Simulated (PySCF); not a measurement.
# B2H4O (boranyloxyborane): the cost of one run

Programs: PySCF 2.14.0, with density-fitted response routines of our own. Each step states its level of theory. These are calculated values for one molecule in the gas phase, unless marked as measured. Atoms are numbered from 0 throughout.

### Step 1. The molecule as given

7 atoms, charge 0, multiplicity 1; geometry from: GFN2-xTB. The atoms were then displaced at random by about 0.01 Å, so the start is not that level's minimum.

Bonds of the start (Å): B0–O1 1.27, O1–B2 1.28, B0–H3 1.19, B0–H4 1.17, B2–H5 1.20, B2–H6 1.19.

### Step 2. Relaxing the molecule at PBE0-D3(BJ)/def2-SVP

What the job is given:

```
{"job": {"xc": "PBE0", "basis": "def2-SVP", "d3": "d3bj", "grid": 1, "shake": 0.01, "kind": "geom"}, "charge": 0, "multiplicity": 1}
B     -1.266720    -0.078760    -0.118170
O     -0.005010    -0.003050    -0.005070
B      1.268530     0.052250     0.106240
H     -1.777610     0.496840    -1.030660
H     -1.924270    -0.655630     0.664500
H      1.776120     0.936520     0.730680
H      1.962910    -0.777270    -0.397430
```

Command:

```sh
$ OMP_NUM_THREADS=1 python probes_run.py task.json out
```

This one command runs all jobs of the session in turn.

**Question.** How long does this first job take on 1 thread of Arm Neoverse V2, shared host, and how much memory does it need?

About 3.7 s, with a peak of 0.28 GiB.
